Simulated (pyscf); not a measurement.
`[NH2][SiH]([NH2])[I]` + `[H][H]` → `[NH2][SiH2][NH2]` + `[IH]` (four-centre exchange; singlet surface; I–Si, H–H broken, H–Si, H–I formed). Optimised with ωB97X-D3(BJ)/def2-SVP in PySCF. Rate constants from transition-state theory, ωB97M-D3(BJ)/def2-TZVP energies (ideal gas, 1 atm, RRHO with modes under 100 cm⁻¹ raised to 100, one conformer, R ln 2 for chiral ones without a mode under 150 cm⁻¹; no tunnelling), k in cm³ molecule⁻¹ s⁻¹.

```csv
T (K),1000/T,log10 k
298,3.354,-43.28
600,1.667,-27.60
900,1.111,?
1200,0.833,-19.67
```

### Question
Fit an Arrhenius line to the three values, give the activation energy, and predict k at 900 K.

### Answer
Least squares gives log10 k = -11.93 − 9.36 × 1000/T, so Ea = 9.36 × ln 10 × 1.987 = 42.8 kcal/mol, against an electronic barrier of 39.9. At 900 K the line gives -22.33; the computed value is -22.36 (ΔG‡ = 68.9 kcal/mol), close to the line. This is the saddle that the search found; another between the same sides may lie lower. Elements past Kr carry the def2 core potentials, without spin-orbit coupling.
